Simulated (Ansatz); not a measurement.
# H2S2: the cost of one run

Program: Ansatz 0.2.0. Level of theory: RKS PBE-D4/def2-SVP. These are calculated values, not measurements.

### Step 1. The structure to begin with

Bond lengths: S1–S2 2.110 Å, S1–H3 1.373 Å, S2–H4 1.300 Å. Angles: S1–S2–H4 100.0°, S2–S1–H3 95.6°.

Structure file:

```xyz
4

S     0.8486   -0.8313    0.1849
S     0.0726    1.1242    0.0275
H    -0.2432   -1.3571    0.8312
H    -0.6225    1.0039   -1.0639
```

### Step 2. Preparing the start

Input file input.yaml:

```yaml
crystal:
  periodic: [false, false, false]
  atoms:
    - { symbol: S, position_ang: [0.8486, -0.8313, 0.1849] }
    - { symbol: S, position_ang: [0.0726, 1.1242, 0.0275] }
    - { symbol: H, position_ang: [-0.2432, -1.3571, 0.8312] }
    - { symbol: H, position_ang: [-0.6225, 1.0039, -1.0639] }
basis:
  gaussian: { orbitals: def2-SVP }
hamiltonian:
  xc: pbe
  dispersion: d4
relax:
  f_tol: 0.02
  max_steps: 40
scf:
  lower_state_search: "off"
output:
  orbitals: {}
```

Launch:

```
> ansatz run input.yaml --threads 1 --pin off --max-ram 2048MiB --backend cpu --events-out ev --progress --plain --runs-dir out
```

**Question.** How long does this run take on 1 thread of Arm Neoverse V1, shared host, and how much memory does it need?

About 2.8 s, with a peak of 0.087 GiB.
